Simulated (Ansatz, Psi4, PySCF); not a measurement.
Gas-phase reaction in SMILES: P (PH3) -> P (PH3) as triplet, charge 0 (to the triplet)

Quantity: adiabatic triplet-singlet gap, E(triplet) - E(singlet) (0 K, with zero-point energies), in eV. Set-up: 6-31G* and kin with 6d, 5d where marked; no dispersion term unless named; non-relativistic; no spin-orbit coupling; 6-311+G** with 5d, 6d on Na to Ar in Ansatz (an electronic-structure program); open shells spin-unrestricted; valence correlation only. First-principles rows: single points at B3LYP-D3(BJ) geometries (Ansatz), with unscaled harmonic terms from B3LYP/6-31G* at its own minima. Levels can end on unlike triplets.

```csv
level,program,"adiabatic triplet-singlet gap, E(triplet) - E(singlet) (0 K, with zero-point energies) (eV)"
SVWN5/6-31G*,Ansatz,3.36
PBE/6-311+G**,Ansatz,3.13
BLYP/6-31G*,Ansatz,3.19
B3LYP/STO-3G,Ansatz,4.64
B3LYP/3-21G,Ansatz,3.34
B3LYP/6-31G,Ansatz,3.27
B3LYP/6-31G*,Ansatz,3.26
wB97X-D/6-31G*,Psi4,3.42
MP2/STO-3G,Ansatz,4.70
MP2/3-21G,Ansatz,3.27
MP2/6-31G*,Ansatz,3.32
MP2/6-311+G**,Ansatz,3.36
B3PW91/6-31G* (5d),PySCF,3.21
B3LYP-D3(BJ)/def2-TZVPD,Ansatz + dftd3,3.20
wB97X-V/def2-TZVPD,Ansatz,3.39
```

No value to compare with is used here. The 13 habitual levels span 3.13 (PBE/6-311+G**) to 4.70 eV (MP2/STO-3G); wB97X-V/def2-TZVPD gives 3.39.

The levels are drawn from those run, B3LYP/6-31G* more often than the rest, none by its result; runs whose electronic state is in doubt are left out.
